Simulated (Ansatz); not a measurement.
System: bcc W. Method: PBEsol in Ansatz (plane waves, PAW).

A relaxed, unreconstructed slab of the (111) face has 18 atoms, two equal faces of 17.232 Å² each and an energy of -184609.8894 eV. A bulk cell of 3 atoms with the same orientation and in-plane k mesh has -30769.7029 eV. Energies are extrapolated to zero smearing.

Numerical settings: plane-wave cutoff 500 eV, 18×18×1 k mesh (along the axes of the cell as run), Fermi–Dirac smearing 0.1 eV, scalar-relativistic PAW data made under PBE.

Worked out: γ = (E_slab − N E_bulk per atom)/2A = [-184609.8894 − 18 × (-30769.7029/3)]/(2 × 17.232) = 0.2416 eV/Å². With 16.022 J/m² per eV/Å² this is 3.87 J/m², or 4.16 eV per surface cell and face.

Ansatz is a quantum-chemistry and plane-wave program.
